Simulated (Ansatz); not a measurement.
C7H8 can be A, `C1=CC=CCC=C1`, or B, `C1=CC2(C=C1)CC2`.

Program: Ansatz. Geometries: PBE0-D4/def2-TZVP. ΔE: electronic, gas phase. CCSD(T)/CBS is the MP2 limit (def2-TZVPP, def2-QZVPP) plus CCSD(T) − MP2 in def2-TZVPP, frozen cores. Functionals use def2-TZVPP. B3LYP here is the variant with VWN-RPA as its local correlation; programs differ in this.

Which isomer does CCSD(T)/CBS put lower? Give the gap. (An estimate is asked.)

Computed: A, by 45.0 kJ/mol.

Give E(B) − E(A) in kJ/mol with CCSD/def2-TZVPP, LDA (SPW92), B3LYP, ωB97M-V, MP2/def2-TZVPP, BLYP-D4, CCSD(T)/def2-SVP. (An estimate is asked.)

Ansatz gave: CCSD/def2-TZVPP 40.7, LDA (SPW92) 30.8, B3LYP 53.7, ωB97M-V 35.9, MP2/def2-TZVPP 34.3, BLYP-D4 67.7, CCSD(T)/def2-SVP 41.6. None reverses the order clearly.

Does the order hold for the free energy at 298.15 K (harmonic terms from PBE0-D4)? (Estimate.)

The calculation gave: Yes: G(B) − G(A) = +43.8 kJ/mol.

Largest T1 diagnostic: 0.011.

At CCSD(T), def2-SVP lies −3.4 kJ/mol from the extrapolated value and def2-TZVPP −1.4 kJ/mol. From PBE to PBE0 (25 % exact exchange), in def2-TZVPP and without D4, E(B) − E(A) moves by −7.5 kJ/mol.
